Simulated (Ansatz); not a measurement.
# SCl2O2 (sulfuryl chloride): the vertical ionisation energy from total energies

SCl2O2: 5 atoms, total charge 0, spin state singlet. SMILES: `O=S(=O)(Cl)Cl`. The shape is that of a PBE0-D4/def2-TZVP optimisation.

Both states at this one shape; open shells run unrestricted unless said. 1 Eh = 27.2114 eV.

| level | program | singlet SCl2O2 (Eh) | doublet [SCl2O2]+ (Eh) | HOMO of the first (eV) |
| --- | --- | --- | --- | --- |
| HF/def2-TZVP | Ansatz | -1466.303162 | -1465.875155 | -13.63 |
| B3LYP/cc-pVDZ | Ansatz | -1468.996323 | -1468.561504 | -9.33 |

Q: Work out the vertical ionisation energy at each level.

A: 
1. HF/def2-TZVP: -1465.875155 − (-1466.303162) = 0.428007 Eh = 11.65 eV; −ε(HOMO) = 13.63 eV.
2. B3LYP/cc-pVDZ: -1468.561504 − (-1468.996323) = 0.434819 Eh = 11.83 eV; −ε(HOMO) = 9.33 eV.

No measured value is set beside it here; the levels span 11.65 to 11.83 eV. In Hartree–Fock, −ε(HOMO) (Koopmans) exceeds the difference of totals by the orbital relaxation of the ion. Hartree–Fock favours the state with fewer electron pairs, since it lacks pair correlation.
